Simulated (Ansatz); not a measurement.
# How far each method lies from full CI for SiH3, doublet

Geometry: a point of a stretch scan, not a stationary point.

```tsv
atom	x (Å)	y (Å)	z (Å)
Si	0.0082	0.0143	-0.0490
H	1.4235	0.0289	0.4039
H	-0.7129	1.2344	0.3978
H	-0.9391	-1.6615	0.5631
```

Basis 6-31G; Ansatz 0.2.0. Only valence electrons are correlated (noble-gas cores frozen), which leaves 7 electrons in 14 orbitals. Prefix R: restricted or restricted open-shell reference; prefix U: unrestricted. Active spaces: valence = (7e, 7o) chosen from the atoms' valence shells; pair = (3e, 3o) about the gap.

Full CI is exact within this basis and frozen core; it isn't the basis-set limit. The frozen core follows each run's orbitals, which can shift R against U totals by a few meV.

For open shells CISD and CISDTQ are restricted-active-space CI with the open shells as a complete middle space.

* UHF ⟨S²⟩: 0.766
* T1 diagnostic (RCCSD): 0.0166
* largest doubles amplitude (RCCSD): 0.128
* T1 diagnostic (UCCSD): 0.0168

```tsv
level	E − E(RHF) (eV)
UHF	-0.0211
RMP2	-1.4800
UMP2	-1.4804
RCCSD	-2.1776
UCCSD	-2.1776
RCCSD(T)	-2.2093
UCCSD(T)	-2.2093
```

Task: Estimate how far full CI in 6-31G lies from RCCSD(T). The table doesn't fix it; the size of (T) and the diagnostics are the guide.

Result: Full CI in 6-31G lies 0.59 mEh below RCCSD(T), which is 50 % of the (T) step (-1.17 mEh). A doubles amplitude is large, and the rest is a large part of (T).

The other levels:

| level | E − E(full CI) (mEh) | share of correlation (%) | wall time |
| --- | --- | --- | --- |
| CISD | 4.91 | 94.00 | 0.33 s |
| BCCD(T) | 0.58 | 99.28 | 0.42 s |
| RCCSDT | 0.06 | 99.92 | – |
| UCCSDT | 0.06 | 99.93 | – |
| CISDTQ | 0.09 | 99.89 | 0.63 s |
| RCCSDT(Q) | 0.02 | 99.98 | 2.4 s |
| UCCSDT(Q) | 0.01 | 99.98 | 2.3 s |
| RCCSDTQ | 0.00 | 100.00 | 12 s |
| UCCSDTQ | 0.00 | 100.00 | 12 s |
| CASSCF (pair space) | 54.41 | 33.46 | – |
| NEVPT2 (pair space) | 16.72 | 79.56 | 0.15 s |
| MRCISD (pair space) | 1.96 | 97.60 | – |
| MRCISD+Q (pair space) | -0.22 | 100.27 | 0.27 s |
| CASSCF (valence space) | 19.16 | 76.57 | – |
| NEVPT2 (valence space) | 5.73 | 92.99 | 1.1 s |
| MRCISD (valence space) | 0.55 | 99.32 | – |
| MRCISD+Q (valence space) | 0.29 | 99.64 | 1.6 s |

The correlation energy at full CI, counted from RHF, is -2.225 eV. That run took 1.1 s on 1 thread of Arm Neoverse V1, shared host over 182,260 determinants.

Times hold each run's SCF and search for its determinant on a shared host, so for small cases they say little of a method's own cost; they ran on 1 thread of Arm Neoverse V1. Some runs computed forces too.

More than 5 meV below full CI, which no variational method can be: MRCISD+Q (pair space).

The full-CI state has the irrep A' of Cs, in the program's axes.

Natural occupations of full CI about the gap: 1.973 1.961 1.911 0.996 0.084 0.029 0.025 0.005 0.005 0.004; effectively unpaired electrons, Σ n²(2−n)², 1.07.
